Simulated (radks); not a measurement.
# N³⁻ held by a Watson sphere

An exercise on one series of results from a longer session: the logs are not shown, and one member is left open.

Program: radks (a radial shooting solver on a logarithmic mesh, Libxc functionals) version 1. Level of theory: non-relativistic Kohn-Sham, PBE, spin-polarised, spherical densities, point nucleus. These are calculated values, not measurements, unless marked.

**The system**

| Quantity | Value |
| --- | --- |
| element | nitrogen (Z = 7) |
| charge | -3 |
| electrons | 10 |
| configuration | [Ne] |

Outer shells as boxes (Hund's rule):

N³⁻
```
[He] core
2s [↑↓]
2p [↑↓][↑↓][↑↓]
```

The first run:

Settings of this run:

```text
Z 7
configuration [Ne]
relativity non-relativistic
functional pbe,pbe
spin polarised
nucleus point
watson charge 3 radius 1.64 bohr
response adiabatic LDA kernel
```

Run with:

```bash
$ python run_ks.py task.json out
```

All runs below come from this command, one after another.

Among the steps run: R = 1.64 bohr; R = 1.68 bohr; R = 1.75 bohr; R = 1.89 bohr; R = 2.44 bohr; R = 3.7 bohr; R = 3.91 bohr.

One of the session's tables, all rows but one given; the rest of the session is left out.

```
R (bohr)  highest level (eV)  its <r> (bohr)  sum of <r²> (bohr²)  α (bohr³)
    1.64              -8.854           1.598                24.32      13.56
    1.68                   ?               ?                    ?          ?
    1.75              -8.416           1.645                25.72      15.45
    1.89              -7.887           1.705                27.53      18.22
    2.44              -6.119           1.931                35.05      34.29
     3.7              -3.712           2.438                55.96      127.8
    3.91              -3.471           2.522                60.09      155.1
```

**Question.** Estimate the row for R (bohr) = 1.68.

Worked estimate for «highest level (eV)». A straight line through the neighbours (1.64, -8.854) and (1.75, -8.416) gives -8.854 + (-8.416 + 8.854) × (1.68 − 1.64) / (1.75 − 1.64) = -8.695; a parabola fitted to 3 rows on both sides gives -8.692.

As computed: highest level (eV): -8.693; its <r> (bohr): 1.615; sum of <r²> (bohr²): 24.83; α (bohr³): 14.22. In «highest level (eV)» the line misses by -0.002 and the parabola by +0.001.

In words: From R = 1.64 to 3.91 bohr the top level moves from -8.854 to -3.471 eV and its mean radius from 1.60 to 2.52 bohr. A wider sphere makes a shallower well, so the ion swells. Response by self-consistent Sternheimer equations with the Hartree and adiabatic LDA kernel.
